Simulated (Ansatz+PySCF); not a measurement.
Two shapes of doublet C3H5.

Shape 1:

```xyz
8

C     0.0000    0.8401   -0.1625
C     0.7423   -0.3532    0.0288
C    -0.7423   -0.3532    0.0288
H     0.0000    1.7859    0.3597
H    -1.2287   -0.8146   -0.8272
H    -1.2729   -0.5053    0.9660
H     1.2729   -0.5053    0.9660
H     1.2287   -0.8146   -0.8272
```

Shape 2:

```xyz
8

C     0.0000    0.8835   -0.1695
C     0.7784   -0.3677    0.0312
C    -0.7784   -0.3677    0.0312
H     0.0000    1.8294    0.3528
H    -1.2648   -0.8291   -0.8249
H    -1.3089   -0.5198    0.9684
H     1.3089   -0.5198    0.9684
H     1.2648   -0.8291   -0.8249
```

Basis set: cc-pVTZ (spherical functions). Frozen core: 3 orbitals. Correlation on ROHF uses semicanonical orbitals with singles. Charge 0, multiplicity 2.

Computed with Ansatz (development build ahead of 0.2.0); each method stands on the lowest determinant of its kind that the runs found.

Problem. Which shape is lower in energy, and by how much in each method?

Solution.

```json
{"method": "ROHF", "E(2) − E(1) (eV)": "-0.055"}
{"method": "UHF", "E(2) − E(1) (eV)": "-0.054"}
{"method": "ROHF-MP2", "E(2) − E(1) (eV)": "-0.078"}
{"method": "UHF-MP2", "E(2) − E(1) (eV)": "-0.078"}
```

Shape 2 is lower.
